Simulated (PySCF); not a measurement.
1,2,3-triazine, C3H3N3.
SMILES: `c1cnnnc1`

Method used: TDDFT PBE0/def2-SVPD, vertical, gas phase, core orbitals frozen in the response (PySCF). Isolated species at its GFN2-xTB geometry, gas phase.

Computed states:

```json
{"state": "S1", "E (eV)": "3.41", "f": "0.0042"}
{"state": "S2", "E (eV)": "3.63", "f": "0.0000"}
{"state": "S3", "E (eV)": "4.10", "f": "0.0000"}
{"state": "S4", "E (eV)": "4.31", "f": "0.0048"}
{"state": "S5", "E (eV)": "6.16", "f": "0.0012"}
{"state": "S6", "E (eV)": "6.69", "f": "0.0007"}
{"state": "S7", "E (eV)": "6.87", "f": "0.027"}
{"state": "S8", "E (eV)": "7.30", "f": "0.0001"}
```

Broadening: Gaussians 0.4 eV wide at half height, area fixed by f = 4.319×10⁻⁹ ∫ε dν̃. The cross-section is σ = 3.8235×10⁻²¹ ε cm², given in Mb (10⁻¹⁸ cm²). The width is an assumption, not a result. The curve ends short of the highest state used, and states not computed would add to its high-energy end.

**Question.** Give the broadened spectrum and its maxima.

**Answer.** 
(E (eV), σ (Mb)): (2.81, 0.00), (2.88, 0.01), (2.95, 0.03), (3.02, 0.08), (3.09, 0.19), (3.16, 0.37), (3.23, 0.62), (3.30, 0.88), (3.37, 1.05), (3.45, 1.05), (3.52, 0.87), (3.59, 0.61), (3.66, 0.36), (3.73, 0.18), (3.80, 0.09), (3.87, 0.07), (3.94, 0.12), (4.01, 0.26), (4.08, 0.49), (4.15, 0.79), (4.22, 1.07), (4.29, 1.23), (4.37, 1.17), (4.44, 0.93), (4.51, 0.63), (4.58, 0.36), (4.65, 0.17), (4.72, 0.07), (4.79, 0.02), (4.86, 0.01), (4.93, 0.00), (5.00, 0.00), (5.07, 0.00), (5.14, 0.00), (5.21, 0.00), (5.28, 0.00), (5.36, 0.00), (5.43, 0.00), (5.50, 0.00), (5.57, 0.00), (5.64, 0.00), (5.71, 0.01), (5.78, 0.03), (5.85, 0.06), (5.92, 0.12), (5.99, 0.20), (6.06, 0.27), (6.13, 0.32), (6.20, 0.31), (6.28, 0.27), (6.35, 0.26), (6.42, 0.36), (6.49, 0.72), (6.56, 1.49), (6.63, 2.77), (6.70, 4.42)

Maxima: 364 nm (3.41 eV), ε about 280, made up of S1 (100%); 288 nm (4.31 eV), ε about 320, made up of S4 (100%); 201 nm (6.16 eV), ε about 84, made up of S5 (99%) (ε in L mol⁻¹ cm⁻¹; maxima over ε = 5, shares over 10%). At its high-energy end, 6.70 eV, the curve is still rising (ε about 1200, from S7).

**Question.** On this curve, what absorbance would a 10⁻⁵ mol/L sample give at 254 nm over a 1 cm path?

**Answer.** 254 nm is 4.881 eV, where ε is about 1.2 L mol⁻¹ cm⁻¹, so A = ε c l ≈ 1.2e-05 (Beer–Lambert, with the gas-phase spectrum and the assumed width).

**Question.** Coming from long wavelengths, where does ε first pass 100 L mol⁻¹ cm⁻¹?

**Answer.** At about 392 nm (3.16 eV), 0.24 eV below S1.

**Question.** What would ε be at 4.31 eV, the highest of these maxima, with half the width (0.2 eV)?

**Answer.** About 648 L mol⁻¹ cm⁻¹ against 324, a factor of about 2.00; a lone state at its own centre would give exactly 2.
